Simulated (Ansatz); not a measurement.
Molecule: CH3 (charge 0, doublet). 
Structure (B3LYP-D3(BJ)/def2-TZVP (Ansatz, an electronic-structure program) minimum search):
```
C
H 1 1.0789
H 1 1.0789 2 120.00
H 1 1.0789 2 120.00 3 -180.00
```
Charge 0, spin multiplicity 2.

Basis-set convergence of Hartree-Fock and CCSD(T) correlation energies (hartree) with Ansatz. Cores are frozen in the correlated levels unless marked. Open shells are spin-unrestricted. Spin-orbit coupling is left out. No relativistic terms.

| basis | functions | E(HF) | E(corr, CCSD(T)) |
|---|---|---|---|
| aug-cc-pVDZ | 50 | -39.56581 | -0.15849 |
| aug-cc-pVTZ | 115 | -39.57796 | -0.18570 |
| aug-cc-pVQZ | 218 | -39.58038 | -0.19296 |

Extrapolating the two largest sets (X = 3 and 4) as X^-3: E(corr) = (64·(-0.19296) - 27·(-0.18570))/37 = -0.1983 Eh, an estimate of the basis-set limit. The largest set recovers 97.3 % of it, the smallest 79.9 %.
